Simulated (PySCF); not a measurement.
**Question.** What does the PBE0-D3(BJ)/def2-SVP structure of `CC1=C(F)C1` look like in three dimensions?

**Answer.** 
```
atom  x, y, z in Å
C1     1.4193   -0.3941    0.3301
C2     0.1092    0.1399   -0.0674
C3    -0.7123    0.9880   -0.5885
F4    -0.9076    2.1255   -1.2072
C5    -1.4029   -0.1802   -0.0354
H6     1.6029   -1.3710   -0.1457
H7     2.2319    0.2899    0.0469
H8     1.4612   -0.5534    1.4198
H9    -1.9499   -0.1078    0.9211
H10   -1.8036   -0.9634   -0.7027
```

Orientation and origin are arbitrary. Atoms count from 1 in this order. The 3-membered ring C2–C3–C5 has internal angles of 50.7° to 67.9°. The C–C distances run from 1.291 Å (C2=C3, drawn double) to 1.546 Å (C2–C5, drawn single), a spread of 0.255 Å. The 5 heavy atoms lie in one plane (0.001 Å rms).

Bonds between heavy atoms (Å): C1–C2 1.470, C2=C3 1.291, C3–F4 1.310, C3–C5 1.465, C2–C5 1.546.

Computed with PBE0-D3(BJ)/def2-SVP geometry optimisation, gas phase in PySCF.

Point group: Cs (every atom within 0.08 Å of its image). PBE0-D3(BJ)/def2-SVP frequencies: not computed here.

The run took 26 s wall on Arm Neoverse V2, one thread, on a shared host, and the process peaked at 0.45 GiB of memory. These figures are those of the optimisation.
